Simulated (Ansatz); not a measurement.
```yaml
crystal:
  periodic: [false, false, false]
  atoms:
    - {symbol: Al, position_ang: [-1.874482, -0.936105, -0.012659]}
    - {symbol: Ga, position_ang: [0.251965, 0.489794, 0.008138]}
    - {symbol: F, position_ang: [1.687928, -0.573989, -0.013657]}
    - {symbol: H, position_ang: [0.933320, 1.996679, 0.033370]}
basis:
  gaussian: {orbitals: def2-TZVP}
magnetization: {spin_polarized: true, initial_magnetization: 2}
hamiltonian: {xc: pbe0}
relax: {f_tol: 0.004, max_steps: 80}
```

```sh
$ ansatz run in.yaml --threads 1 --pin off --events-out ev --progress --plain --max-ram 2176MiB
```

Steps of the relaxation (energy above the last step; positions in Å, forces in eV/Å):

```
4
step 1, 164.6 meV
Al   -1.874   -0.936   -0.013    0.321    0.293    0.005
Ga    0.252    0.490    0.008    0.819    0.516    0.007
F     1.688   -0.574   -0.014   -0.348   -0.139   -0.002
H     0.933    1.997    0.033   -0.792   -0.670   -0.010
```

```
4
step 2, 32.9 meV
Al   -1.738   -0.856   -0.012    0.077    0.115    0.002
Ga    0.352    0.524    0.009    0.339   -0.219   -0.005
F     1.622   -0.756   -0.017   -0.348    0.503    0.010
H     0.763    2.065    0.035   -0.068   -0.399   -0.007
```

```
4
step 3, 10.7 meV
Al   -1.767   -0.815   -0.011   -0.002    0.040    0.001
Ga    0.348    0.495    0.008    0.329   -0.340   -0.007
F     1.673   -0.713   -0.016   -0.304    0.323    0.006
H     0.745    2.010    0.034   -0.023   -0.022    0.000
```

```
4
step 4, 2.7 meV
Al   -1.791   -0.784   -0.010   -0.025    0.007    0.000
Ga    0.355    0.465    0.007    0.170   -0.186   -0.004
F     1.710   -0.687   -0.016   -0.127    0.103    0.002
H     0.725    1.982    0.034   -0.017    0.076    0.001
```

```
4
step 6, 0.0 meV
Al   -1.813   -0.751   -0.010    0.000    0.000    0.000
Ga    0.375    0.436    0.007    0.001    0.004    0.000
F     1.746   -0.681   -0.016    0.000   -0.002    0.000
H     0.691    1.972    0.033   -0.001   -0.002    0.000
```

Close pairs at the end: Ga2–H4 1.568 Å, Ga2–F3 1.768 Å, Al1–Ga2 2.489 Å.

A stationary point of unrestricted PBE0 after 6 steps, with ⟨S²⟩ = 2.006 against 2.00 for a pure state; no frequencies were run, so it isn't proven a minimum. 86 s on 1 thread of Arm Neoverse N1, shared host.
